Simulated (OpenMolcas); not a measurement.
**SiH2 (SMILES [SiH2]): methods side by side**

SiH2 has 3 atoms, charge 0, and is taken as a singlet. SMILES: `[SiH2]`. The shape is that of a PBE0-D4/def2-TZVP optimisation.

```xyz
3

Si   -0.4912    0.4686   -0.2136
H     0.8403    0.5786    0.5225
H    -0.3491   -1.0472   -0.3089
```

Quantity: the energy change with the Si1–H2 bond stretched from 1.525 to 2.288 Å, in eV. The values are calculated.

```json
{"level": "HF/pcseg-0 (restricted)", "kind": "Hartree–Fock", "program": "OpenMolcas", "value (eV)": "1.60", "less FCI/pcseg-0": "+0.46"}
{"level": "SVWN5/pcseg-0 (restricted)", "kind": "LDA", "program": "OpenMolcas", "value (eV)": "1.27", "less FCI/pcseg-0": "+0.13"}
{"level": "PBE/pcseg-0 (restricted)", "kind": "GGA", "program": "OpenMolcas", "value (eV)": "1.26", "less FCI/pcseg-0": "+0.12"}
{"level": "r2SCAN/pcseg-0 (restricted)", "kind": "meta-GGA", "program": "OpenMolcas", "value (eV)": "1.37", "less FCI/pcseg-0": "+0.23"}
{"level": "PBE0/pcseg-0 (restricted)", "kind": "global hybrid", "program": "OpenMolcas", "value (eV)": "1.40", "less FCI/pcseg-0": "+0.26"}
{"level": "B2PLYP/pcseg-0 (restricted)", "kind": "double hybrid", "program": "OpenMolcas", "value (eV)": "1.40", "less FCI/pcseg-0": "+0.26"}
{"level": "CASSCF(2,2)/pcseg-0", "kind": "multireference", "program": "OpenMolcas", "value (eV)": "1.58", "less FCI/pcseg-0": "+0.44"}
{"level": "CISD/pcseg-0 (restricted)", "kind": "coupled cluster or CI", "program": "OpenMolcas", "value (eV)": "1.21", "less FCI/pcseg-0": "+0.07"}
{"level": "FCI/pcseg-0", "kind": "exact in the basis", "program": "OpenMolcas", "value (eV)": "1.14", "less FCI/pcseg-0": "0.00"}
```

FCI/pcseg-0 is exact within its basis and frozen core, so for wave-function methods in that basis the difference is their error; functionals converge differently with the basis, so for them it is only a difference. The first shape isn't each level's own minimum. The values span 1.14 to 1.60 eV. All rows use very small basis sets, so even the best lies far from the true value.
